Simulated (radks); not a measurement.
**S²⁻ held by a Watson sphere**

An exercise on one series of results from a longer session: the logs are not shown, and one member is left open.

Program: radks (a radial shooting solver on a logarithmic mesh, Libxc functionals) version 1. Level of theory: non-relativistic Kohn-Sham, PBE, spin-unpolarised, spherical densities, point nucleus. These are calculated values, not measurements, unless marked.

## What is computed

- element: sulfur (Z = 16)
- charge: -2
- electrons: 18
- configuration: [Ar]

The outer shells:

S²⁻
```
[Ne] core
3s [↑↓]
3p [↑↓][↑↓][↑↓]
```

Set-up of the first run:

The run's settings:

```text
Z 16
configuration [Ar]
relativity non-relativistic
functional pbe,pbe
spin unpolarised
nucleus point
watson charge 2.69 radius 1.86 bohr
response adiabatic LDA kernel
```

Steps of the session up to this table: R = 1.86 bohr; R = 1.97 bohr; R = 2.73 bohr; R = 3.44 bohr; R = 3.7 bohr; R = 4.41 bohr; R = 4.43 bohr; R = 4.47 bohr.

One table of the session follows, with a row left open; its other results are not shown here.

```
R (bohr)  highest level (eV)  its <r> (bohr)  sum of <r²> (bohr²)  α (bohr³)
    1.86             -15.889           1.932                34.73      15.55
    1.97             -15.476           1.967                35.84      16.67
    2.73                   ?               ?                    ?          ?
    3.44             -10.285           2.344                49.56      42.23
     3.7              -9.554           2.395                51.70      49.25
    4.41              -7.857           2.518                57.27      73.62
    4.43              -7.815           2.522                57.42      74.43
    4.47              -7.732           2.528                57.72      76.09
```

Q: Estimate the row for R (bohr) = 2.73 from the others.

Worked estimate for «highest level (eV)». A straight line through the neighbours (1.97, -15.476) and (3.44, -10.285) gives -15.476 + (-10.285 + 15.476) × (2.73 − 1.97) / (3.44 − 1.97) = -12.792; a parabola fitted to 4 rows on both sides gives -12.588.

The run gave: highest level (eV): -12.606; its <r> (bohr): 2.182; sum of <r²> (bohr²): 43.31; α (bohr³): 27.22. In «highest level (eV)» the line misses by -0.186 and the parabola by +0.018.

A wider sphere makes a shallower well, so the ion swells. Response by self-consistent Sternheimer equations with the Hartree and adiabatic LDA kernel.
